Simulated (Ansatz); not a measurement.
Species: OF (charge 0, doublet). SMILES: F[O]
Geometry: optimised at B3LYP-D3(BJ)/def2-TZVP (Ansatz, a program for electronic structure).

Wanted: enthalpy of formation at 298 K, in kcal/mol. Set-up: UHF or UKS for open shells; spin-orbit terms left out; 6-311+G** with 5d; frozen cores in correlated levels; LANL2DZ all-electron up to Ne; six Cartesian d functions in 6-31G* and its kin unless marked 5d; non-relativistic. CBS(X,Y): correlation extrapolated as X^-3; Hartree-Fock from the larger set (for Q and 5 zeta extrapolated as (X+1)exp(-9√X)). Ab initio and DFT rows: single points at B3LYP-D3(BJ) geometries (Ansatz), with unscaled harmonic terms from B3LYP/6-31G* at its own minima, enthalpies of formation by atomisation with measured atoms.

Coupled cluster (Ansatz) is a level with limits of its own, used here on species with T1 under 0.025 (0.045 for open shells) and stable references: CCSD(T)/CBS(cc-pVQZ,cc-pV5Z).

Value to compare with, CCSD(T)/CBS(cc-pVQZ,cc-pV5Z) (Ansatz): 27.0 kcal/mol.

| level | program | enthalpy of formation at 298 K (kcal/mol) | difference |
|---|---|---|---|
| B3LYP/STO-3G | Ansatz | -7.5 | -34.5 |
| B3LYP/3-21G | Ansatz | 26.2 | -0.8 |
| B3LYP/LANL2DZ | Ansatz | 40.1 | 13.1 |
| B3LYP/6-31G | Ansatz | 38.6 | 11.6 |
| B3LYP/6-31G* | Ansatz | 20.5 | -6.5 |
| B3LYP/6-31+G* | Ansatz | 25.9 | -1.1 |
| B3LYP/def2-SVP | Ansatz | 21.4 | -5.6 |
| B3LYP/cc-pVDZ | Ansatz | 23.5 | -3.5 |
| B3LYP/6-311+G** | Ansatz | 28.1 | 1.1 |
| B3LYP/def2-TZVPD | Ansatz | 23.9 | -3.1 |

Among the 9 habitual levels, B3LYP/STO-3G lies farthest from CCSD(T)/CBS(cc-pVQZ,cc-pV5Z) (Ansatz) (-34.5 kcal/mol); 3 of 9 lie above it, and their mean absolute difference is 8.6 kcal/mol, the median 5.6. One case shows no general order.

The sets are all those run for this method; runs whose electronic state is in doubt are left out.
